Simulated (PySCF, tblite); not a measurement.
Compound: octatetraene, C₈H₁₀.
Z-matrix (Å and degrees, GFN2-xTB geometry), rows numbered from 1:
```
C 
C   1  1.3328
C   2  1.4361  1  123.83
C   3  1.3476  2  123.81  1   179.99
C   4  1.4284  3  123.95  2  -179.98
C   5  1.3476  4  123.94  3  -179.98
C   6  1.4361  5  123.83  4  -179.93
C   7  1.3328  6  123.79  5   179.83
H   1  1.0778  2  121.47  3    -0.01
H   1  1.0763  2  122.06  3   179.97
H   2  1.0829  1  119.89  3  -179.98
H   3  1.0828  2  116.64  1     0.02
H   4  1.0832  3  119.34  2     0.01
H   5  1.0831  4  116.72  3     0.05
H   6  1.0827  5  119.55  4     0.06
H   7  1.0829  6  116.33  5    -0.14
H   8  1.0779  7  121.45  6     0.01
H   8  1.0764  7  122.13  6  -179.93
```

Method: PBE0/pcSseg-1 in PySCF (dipole) on a GFN2-xTB geometry, gas phase.

Take the most abundant isotopes and a rigid rotor. The values belong to one conformer with, in the numbering `[CH2:1]=[CH:2]/[CH:3]=[CH:4]/[CH:5]=[CH:6]/[CH:7]=[CH2:8]`, C1–C2–C3–C4 180°, C3–C4–C5–C6 180°, C5–C6–C7–C8 180°.

Question: What are A, B and C (MHz)?

Answer: Ia = 25.58, Ib = 872.28, Ic = 897.86 u·Å²; 505379 MHz·u·Å²/I gives A = 19759, B = 579.4, C = 562.9 MHz.

Question: Classify the top.

Answer: A near-prolate asymmetric top. Ray's parameter κ = (2B − A − C)/(A − C) = -0.998; −1 is the prolate and +1 the oblate limit.

Question: What does the inertial defect say?

Answer: Planar: Δ = Ic − Ia − Ib = 0.00 u·Å². For a rigid frame Δ = −2 Σ m c², so it vanishes when all atoms lie in the ab plane; here none is more than 0.01 Å from it.

Question: Give the coordinates in the principal-axis frame, origin at the centre of mass.

Answer: The sense of each axis is arbitrary; atoms in the order of the calculation.
```tsv
atom	mass (u)	a (Å)	b (Å)	c (Å)
C1	12.000	4.265	0.206	-0.001
C2	12.000	3.082	-0.409	0.000
C3	12.000	1.823	0.281	0.000
C4	12.000	0.627	-0.341	0.001
C5	12.000	-0.627	0.342	0.001
C6	12.000	-1.823	-0.280	0.002
C7	12.000	-3.083	0.409	0.000
C8	12.000	-4.264	-0.207	-0.002
H9	1.008	4.340	1.281	-0.001
H10	1.008	5.192	-0.340	-0.001
H11	1.008	3.036	-1.491	0.000
H12	1.008	1.862	1.363	0.000
H13	1.008	0.592	-1.424	0.001
H14	1.008	-0.592	1.424	0.000
H15	1.008	-1.861	-1.362	0.003
H16	1.008	-3.038	1.491	0.001
H17	1.008	-4.338	-1.283	-0.003
H18	1.008	-5.193	0.336	-0.004
```

Question: Where do the levels up to J = 3 lie, in K?

Answer: Above 0(0,0), as E/k:
J = 1: 1(0,1) 0.055, 1(1,1) 0.975, 1(1,0) 0.976
J = 2: 2(0,2) 0.164, 2(1,2) 1.084, 2(1,1) 1.087, 2(2,1) 3.848, 2(2,0) 3.848
J = 3: 3(0,3) 0.329, 3(1,3) 1.247, 3(1,2) 1.252, 3(2,2) 4.012, 3(2,1) 4.012, 3(3,1) 8.617, 3(3,0) 8.617

The point group C2h allows no dipole (computed: 0.00 D), so a rigid rotor has no electric-dipole lines.

Question: Estimate the classical rotational partition function at 10 K, 25 K and 50 K.

Answer: Point group C2h, symmetry number σ = 2; q = (√π/σ)·√((kT/h)³/(ABC)), k/h = 20836.6 MHz/K: 1050 at 10 K, 4150 at 25 K, 11700 at 50 K.

Its GFN2-xTB frequencies are all real (lowest 55 cm⁻¹). Constants of a rigid frame at the computed geometry: no zero-point averaging, no centrifugal distortion.
